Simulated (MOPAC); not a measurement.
MOPAC input (PM6):

```
PM6 PRECISE GNORM=0.05 LET XYZ CHARGE=-1 GEO-OK AUX(PRECISION=9) THREADS=1
H3N2

N    -0.01174600 1    0.81294500 1    0.09531200 1
N    -0.00018200 1   -0.67601700 1   -0.08700100 1
H    -0.81512900 1    1.06903100 1   -0.49699100 1
H    -0.03991300 1   -1.09453700 1    0.84806000 1
H     0.93854200 1   -0.93299000 1   -0.40924300 1
```

Output:

```
 *******************************************************************************
 **                                                                           **
 **                              MOPAC v23.2.5                                **
 **                                                                           **
 *******************************************************************************
 ** MOPAC's Digital Object Identifier: https://doi.org/10.5281/zenodo.6511958 **
 **                                                                           **
 ** Please cite the open-source release paper for use of this MOPAC version:  **
 ** J. E. Moussa and J. J. P. Stewart (2026)                                  **
 ** MOPAC: An open-source semiempirical molecular orbital program             **
 ** J. Open Source Softw., 11(119), 8025, https://doi.org/10.21105/joss.08025 **
 *******************************************************************************

                              PM6 CALCULATION RESULTS

 *******************************************************************************
 *  PM6        - The PM6 Hamiltonian to be used
 *  GEO-OK     - OVERRIDE INTERATOMIC DISTANCE AND OTHER SAFETY CHECKS
 *
 *
 *
 *                 CHARGE ON SYSTEM = -1
 *
 *
 *
 *  LET        - OVERRIDE SOME SAFETY CHECKS
 *  PRECISE    - TIGHTER CRITERIA TO BE USED
 *  XYZ        - CARTESIAN COORDINATE SYSTEM TO BE USED
 *  GNORM      - EXIT WHEN GRADIENT NORM DROPS BELOW 0.050
 *  AUX        - OUTPUT AUXILIARY INFORMATION
 *******************************************************************************
PM6 PRECISE GNORM=0.05 LET XYZ CHARGE=-1 GEO-OK AUX(PRECISION=9) THREADS=1
 H3N2

   ATOM   CHEMICAL          X               Y               Z
  NUMBER   SYMBOL      (ANGSTROMS)     (ANGSTROMS)     (ANGSTROMS)

     1       N         -0.01174600  *   0.81294500  *   0.09531200  *
     2       N         -0.00018200  *  -0.67601700  *  -0.08700100  *
     3       H         -0.81512900  *   1.06903100  *  -0.49699100  *
     4       H         -0.03991300  *  -1.09453700  *   0.84806000  *
     5       H          0.93854200  *  -0.93299000  *  -0.40924300  *

          CARTESIAN COORDINATES

    NO.       ATOM           X           Y           Z

     1         N         -0.0117      0.8129      0.0953
     2         N         -0.0002     -0.6760     -0.0870
     3         H         -0.8151      1.0690     -0.4970
     4         H         -0.0399     -1.0945      0.8481
     5         H          0.9385     -0.9330     -0.4092

 General Reference for PM6:
 "Optimization of Parameters for Semiempirical Methods V: Modification of NDDO Approximations
 and Application to 70 Elements", J. J. P. Stewart, J. Mol. Mod., 13, 1173-1213 (2007)
 URL: https://link.springer.com/article/10.1007/s00894-007-0233-4

           Empirical Formula: H3 N2  =     5 atoms

      MOLECULAR POINT GROUP   :   Cs

      RHF CALCULATION, NO. OF DOUBLY OCCUPIED LEVELS = 7

          Geometry optimization using EF

          DIAGONAL MATRIX USED AS START HESSIAN

 CYCLE:     1  GRAD.:    80.946 HEAT:  45.52982
 CYCLE:     2  GRAD.:   453.380 HEAT:  70.74146
 CYCLE:     3  GRAD.:    65.845 HEAT:  44.24977
 CYCLE:     4  GRAD.:   154.016 HEAT:  54.04443
 CYCLE:     5  GRAD.:    16.289 HEAT:  42.98230
 CYCLE:     6  GRAD.:    21.130 HEAT:  43.06533
 CYCLE:     7  GRAD.:     7.729 HEAT:  42.91763
 CYCLE:     8  GRAD.:     5.253 HEAT:  42.90620
 CYCLE:     9  GRAD.:     0.572 HEAT:  42.87860
 CYCLE:    10  GRAD.:     0.145 HEAT:  42.87846
 CYCLE:    11  GRAD.:     0.011 HEAT:  42.87844

     GRADIENT =  0.01086 IS LESS THAN CUTOFF =  0.05000

 -------------------------------------------------------------------------------
 PM6 PRECISE GNORM=0.05 LET XYZ CHARGE=-1 GEO-OK AUX(PRECISION=9) THREADS=1
 H3N2

     GEOMETRY OPTIMISED USING EIGENVECTOR FOLLOWING (EF).
     SCF FIELD WAS ACHIEVED

                              PM6 CALCULATION
                                                       MOPAC v23.2.5 Linux

          FINAL HEAT OF FORMATION =         42.87844 KCAL/MOL =     179.40341 KJ/MOL

          COSMO AREA              =         64.11 SQUARE ANGSTROMS
          COSMO VOLUME            =         45.02 CUBIC ANGSTROMS

          GRADIENT NORM           =          0.01086          =       0.00486 PER ATOM
          IONIZATION POTENTIAL    =          0.662614 EV
          HOMO LUMO ENERGIES (EV) =         -0.663 10.972
          NO. OF FILLED LEVELS    =          7
          MOLECULAR WEIGHT        =         31.0371         POINT GROUP:  Cs

          MOLECULAR DIMENSIONS (Angstroms)

            Atom       Atom       Distance
            H     4    H     3     2.65414
            H     5    H     3     1.52598
            N     2    N     1     0.88049

          SCF CALCULATIONS        =         12

   ATOM   CHEMICAL          X               Y               Z
  NUMBER   SYMBOL      (ANGSTROMS)     (ANGSTROMS)     (ANGSTROMS)

     1       N         -0.01764822  *   0.76506789  *   0.08456728  *
     2       N         -0.00335601  *  -0.65465684  *  -0.08672709  *
     3       H         -0.79636929  *   1.10109329  *  -0.47827220  *
     4       H         -0.03210474  *  -1.06109798  *   0.85787026  *
     5       H          0.94580894  *  -0.89963990  *  -0.39873839  *

                             CARTESIAN COORDINATES

   1    N       -0.017648221     0.765067889     0.084567279
   2    N       -0.003356015    -0.654656842    -0.086727087
   3    H       -0.796369294     1.101093287    -0.478272201
   4    H       -0.032104743    -1.061097983     0.857870260
   5    H        0.945808941    -0.899639905    -0.398738392

           Empirical Formula: H3 N2  =     5 atoms

      MOLECULAR POINT GROUP   :   Cs

                  EIGENVALUES
 -24.54400 -17.61199  -9.73608  -7.92195  -6.01291  -1.82788  -0.66261  10.97206
  12.60523  12.90335  14.41959

              NET ATOMIC CHARGES AND DIPOLE CONTRIBUTIONS

  ATOM NO.   TYPE          CHARGE      No. of ELECS.   s-Pop       p-Pop
    1          N          -1.010078        6.0101     1.81492     4.19515
    2          N          -0.397862        5.3979     1.62867     3.76919
    3          H           0.152470        0.8475     0.84753
    4          H           0.127735        0.8723     0.87227
    5          H           0.127735        0.8723     0.87226
 DIPOLE           X         Y         Z       TOTAL
 POINT-CHG.     0.042    -2.752    -0.321     2.771
 HYBRID         0.184    -0.184     0.119     0.286
 SUM            0.226    -2.936    -0.201     2.951

          ATOMIC ORBITAL ELECTRON POPULATIONS

     Atom    s        px        py        pz
    1  N   1.81492   1.53805   0.94492   1.71219
    2  N   1.62867   1.33915   1.15194   1.27811
    3  H   0.84753
    4  H   0.87227
    5  H   0.87226

 **********************
 *                    *
 * JOB ENDED NORMALLY *
 *                    *
 **********************

 == MOPAC DONE ==
```

The dipole moment of an ion depends on the origin.

The geometry given is a B3LYP-D3(BJ)/def2-TZVP minimum.
